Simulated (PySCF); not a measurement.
Gas-phase reaction: 4 CN + 3 C4H10 (n-butane) ⇌ 4 CH2NH + 3 C4H6 (butadiene)

Method: PySCF energies (xtb for GFN2) plus ideal-gas RRHO corrections (1 bar). † marks an energy on the PBE0/def2-TZVP geometry and frequencies; other levels use their own. 6-31G* has spherical d functions here. Open shells (unrestricted): CN (multiplicity 2); the rest are closed-shell singlets. GFN2 has no spin-polarisation term. B3LYP is the form with VWN-RPA correlation. CH2NH: computed as isolated molecules; such fragments, hydroxides, amides, oligomers or adducts are transient or little studied in the gas.

| level | ΔH°(298 K), kJ |
|---|---|
| B3LYP/6-31G* | -702 |
| B3LYP/def2-TZVP† | -798 |
| BLYP/def2-TZVP† | (withheld) |
| GFN2-xTB | -615 |
| M06-2X/def2-TZVP† | (withheld) |
| PBE/def2-TZVP† | (withheld) |
| PBE0/def2-TZVP | -764 |
| r2SCAN/def2-TZVP† | -711 |
| LDA/def2-TZVP† | (withheld) |
| ωB97M-V/def2-TZVP† | -785 |

What belongs in the gaps?


- BLYP/def2-TZVP†, ΔH°(298 K), kJ: -775
- M06-2X/def2-TZVP†, ΔH°(298 K), kJ: -743
- PBE/def2-TZVP†, ΔH°(298 K), kJ: -755
- LDA/def2-TZVP†, ΔH°(298 K), kJ: -846
